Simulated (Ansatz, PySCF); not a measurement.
This Ansatz (a quantum-chemistry and plane-wave program) input computes a B3LYP/def2-TZVPD energy:

Ansatz 0.2 input:
```yaml
crystal:
  periodic: [false, false, false]
  atoms:
    - {symbol: O, position_ang: [-0.22489627, 1.19921299, -0.07691899]}
    - {symbol: C, position_ang: [-0.43632120, 0.02838055, -0.00994382]}
    - {symbol: N, position_ang: [0.41790027, -0.99734550, 0.06832224]}
    - {symbol: H, position_ang: [0.07146814, -1.93733424, 0.11876215]}
    - {symbol: H, position_ang: [1.42032731, -0.84523444, 0.07799705]}
basis:
  gaussian:
    orbitals: def2-TZVPD
hamiltonian:
  xc: {name: B3LYP}
magnetization: {spin_polarized: true, initial_magnetization: 1}
output: {forces: true}
```

Q: Write an input for the same energy in PySCF and say what it gives.

A: 
```python
from pyscf import gto, scf, dft

mol = gto.M(
    atom='''
    O    -0.22489627    1.19921299   -0.07691899
    C    -0.43632120    0.02838055   -0.00994382
    N     0.41790027   -0.99734550    0.06832224
    H     0.07146814   -1.93733424    0.11876215
    H     1.42032731   -0.84523444    0.07799705
    ''',
    basis='def2-tzvpd',
    charge=0,
    spin=1,
    verbose=4,
)

mf = dft.UKS(mol, xc='b3lyp').density_fit(auxbasis='def2-universal-jkfit')
mf.grids.level = 3
mf.conv_tol = 1e-9
mf.max_cycle = 100
mf.max_memory = 1500
mf.kernel()
if not mf.converged:
    mf = mf.newton()
    mf.kernel(mf.make_rdm1())
for _ in range(2):
    mo, _, stable, _ = mf.stability(return_status=True)
    if stable:
        break
    mf.kernel(mf.make_rdm1(mo, mf.mo_occ))
mf.analyze()
```
It gives -169.31634 Eh, and Ansatz -169.31631 Eh, a difference of 0.03 mEh, from the treatment of integrals and grids.

It need not be the lowest isomer of its formula.
